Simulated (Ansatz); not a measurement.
# CH2NaO+ (SMILES [CH2+][O][Na]): functionals against CCSD(T) at one geometry

The task here is to estimate one member of a computed series from the others.

Computed with Ansatz 0.2.0, Gaussian basis. Level: single points in def2-TZVPP.

Cores are frozen in the correlated methods. The outer core shell of Li, Na, Mg and K is correlated.

## The starting structure

SMILES `[CH2+][O][Na]`, 5 atoms, charge 1, spin multiplicity 1.

Atoms are counted from 1 here; the program's logs count them from 0.

Bond lengths: C1–O2 1.132 Å, C1–H4 1.225 Å, C1–H5 1.067 Å, O2–Na3 2.083 Å. Angles: O2–C1–H4 121.9°, O2–C1–H5 122.3°, H4–C1–H5 115.7°, C1–O2–Na3 177.6°.

Coordinates:

```csv
atom,x (Å),y (Å),z (Å)
C1,-0.56060,0.15100,-0.26480
O2,0.44420,-0.10320,0.18950
Na3,2.31720,-0.60600,0.94920
H4,-0.87650,1.30400,-0.53400
H5,-1.27270,-0.59840,-0.53000
```

Set-up of the first run:

run/in.yaml reads:

```yaml
crystal:
  periodic: [false, false, false]
  atoms:
    - {symbol: C, position_ang: [-0.560600, 0.151000, -0.264800]}
    - {symbol: O, position_ang: [0.444200, -0.103200, 0.189500]}
    - {symbol: Na, position_ang: [2.317200, -0.606000, 0.949200]}
    - {symbol: H, position_ang: [-0.876500, 1.304000, -0.534000]}
    - {symbol: H, position_ang: [-1.272700, -0.598400, -0.530000]}
basis:
  gaussian: {orbitals: def2-TZVPP}
total_charge: 1
correlation: {method: ccsd_t}
output: {forces: true}
```

No record of the launch command was kept for these runs.

Steps of the session up to this table: CCSD(T)/def2-TZVPP; PBE0-D4/def2-TZVPP; wB97M-V/def2-TZVPP; r2SCAN-D4/def2-TZVPP; PBE-D4/def2-TZVPP; wB97X-V/def2-TZVPP; BLYP-D4/def2-TZVPP.

One of the session's tables, all rows but one given; the rest of the session is left out.

```
   method  RMS force component (eV/Å)  angle to CCSD(T) forces (°)
  CCSD(T)                       3.467                    reference
  PBE0-D4                       3.127                          2.3
  wB97M-V                       3.221                          1.6
r2SCAN-D4                       3.185                          1.6
   PBE-D4                       3.381                          2.8
  wB97X-V                           ?                            ?
  BLYP-D4                       3.423                          2.5
```

Q: Estimate the row for wB97X-V from the others.

**Answer.** RMS force component (eV/Å): 3.302; angle to CCSD(T) forces (°): 1.6. In the column «RMS force component (eV/Å)» it lies between wB97M-V (3.221) and PBE-D4 (3.381).
